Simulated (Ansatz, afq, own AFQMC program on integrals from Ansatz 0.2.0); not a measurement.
# Where AFQMC and coupled cluster stand for SiNH2, doublet

```xyz
4

Si    0.0000    0.0000    0.7231
N     0.0000    0.0000   -1.1959
H     0.0000    0.8350   -1.7650
H     0.0000   -0.8350   -1.7650
```

Connectivity, by distances: Si–NH2.

Basis cc-pVDZ. Noble-gas cores (and the filled d shells of Ga–Kr and In–Xe) are frozen. Ansatz 0.2.0 and our own AFQMC program on the same integrals; the CISD trial comes from CCSD amplitudes, and released means the phaseless constraint is let go. Uncertainties: one standard error, sampling alone.

Determinant: UHF, the one that the program's search chose, which needn't be the lowest solution. The geometry is a point of a scan.

No full CI on the walks' own integrals is used here; CCSDT(Q) serves as the reference and is uncertain by about the last step of the cluster series.

Cautions: the ph-AFQMC/HF walk drifts between its halves (2.3 errors).

```
T1 diagnostic                               : 0.0265
weight of the determinant in the CISD state : 0.868
⟨S²⟩ of the determinant                     : 0.773
size of the correlated space                : 11 electrons in 36 orbitals
```

Reference: CCSDT(Q), correlation energy -7.575 eV. The released energy is read at 2.40 1/Eh (meV from the phaseless value at times in 1/Eh: -10 ± 23 at 0.24, -22 ± 22 at 0.51, -42 ± 29 at 0.99, 5 ± 22 at 1.62, 6 ± 23 at 2.40).

```json
{"level": "HF", "E − E(reference) (meV)": "7574.8", "share of correlation (%)": "0.00"}
{"level": "MP2", "E − E(reference) (meV)": "1003.3", "share of correlation (%)": "86.75"}
{"level": "CCSD", "E − E(reference) (meV)": "293.4", "share of correlation (%)": "96.13"}
{"level": "CCSD(T)", "E − E(reference) (meV)": "51.6", "share of correlation (%)": "99.32"}
{"level": "CCSDT", "E − E(reference) (meV)": "25.8", "share of correlation (%)": "99.66"}
{"level": "ph-AFQMC/HF", "E − E(reference) (meV)": "-67.9 ± 66.6", "share of correlation (%)": "100.90"}
{"level": "ph-AFQMC/CISD", "E − E(reference) (meV)": "-7.3 ± 20.6", "share of correlation (%)": "100.10"}
{"level": "released AFQMC", "E − E(reference) (meV)": "-1.7 ± 23.1", "share of correlation (%)": "100.02"}
```

A walk keeps the symmetry of its determinant, which the program's search chose and which needn't be the lowest solution, so a lower state of the same spin and another symmetry isn't excluded. Released energies are given only where the last usable release times agree within the noise; a slower fall can still hide under it.
